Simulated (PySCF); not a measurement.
```xyz
6

C     -0.4867    -0.0029    -0.0007
C      0.9661     0.0057     0.0013
N      2.1229     0.0126     0.0029
H     -0.8628    -0.5921    -0.8493
H     -0.8661    -0.4461     0.9312
H     -0.8734     1.0228    -0.0855
```

Charge 0, multiplicity 1.

Question: Give the Mulliken and meta-Löwdin atomic charges from M06-2X/def2-TZVP // PBE0-D3(BJ)/def2-SVP (PySCF).

Answer: 
| atom | Mulliken (e) | meta-Löwdin (e) |
|---|---|---|
| C1 | -0.40 | -0.35 |
| C2 | -0.14 | 0.11 |
| N3 | 0.00 | -0.23 |
| H4 | 0.18 | 0.16 |
| H5 | 0.18 | 0.16 |
| H6 | 0.18 | 0.16 |
